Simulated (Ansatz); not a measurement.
C4H6O can be A, `C=CC(=C)O`, or B, `COC1=CC1`.

Program: Ansatz. Geometries: PBE0-D4/def2-TZVP. ΔE: electronic, gas phase. CBS: MP2 limit from def2 TZ/QZ plus the TZ coupled-cluster correction, frozen cores. Functionals use def2-TZVPP. B3LYP here is the variant with VWN-RPA as its local correlation; programs differ in this. One conformer a species, not always the lowest.

A:

Z-matrix (Å, degrees):
```
C
C 1 1.330
H 1 1.083 2 121.2
H 1 1.083 2 121.0 3 -180.0
C 2 1.456 1 124.4 3 -0.0
H 2 1.085 1 120.6 3 180.0
O 5 1.356 2 113.7 1 0.0
C 5 1.337 2 122.5 1 -180.0
H 7 0.961 5 108.9 2 -180.0
H 8 1.084 5 122.1 2 180.0
H 8 1.080 5 120.1 2 0.0
```

B:

```xyz
11

C    -1.566    0.932   -0.490
O    -1.125   -0.317    0.030
C     0.182   -0.393    0.168
C     1.365    0.114    0.068
C     1.239   -1.310    0.609
H    -2.650    0.875   -0.560
H    -1.135    1.105   -1.480
H    -1.276    1.746    0.180
H     2.056    0.898   -0.179
H     1.385   -1.496    1.676
H     1.525   -2.154   -0.022
```

Task: Which isomer does CCSD(T)/CBS put lower? Give the gap. (Best estimate.)

Result: Ansatz gave: A, by 203.1 kJ/mol.

Task: Give E(B) − E(A) in kJ/mol with CCSD/def2-TZVPP, PBE0-D4, B3LYP-D4, B3LYP, ωB97M-V, CCSD(T)/def2-TZVPP, r2SCAN-D4. (An estimate is asked.)

Result: Ansatz gave: CCSD/def2-TZVPP 199.1, PBE0-D4 185.1, B3LYP-D4 202.5, B3LYP 200.0, ωB97M-V 192.2, CCSD(T)/def2-TZVPP 200.1, r2SCAN-D4 195.7. None reverses the order clearly.

Largest T1 diagnostic: 0.012.

In def2-TZVPP, CCSD(T) changes the Hartree–Fock value by −7.2 kJ/mol (the triples alone add +1.0 kJ/mol) and MP2 by −15.6 kJ/mol.
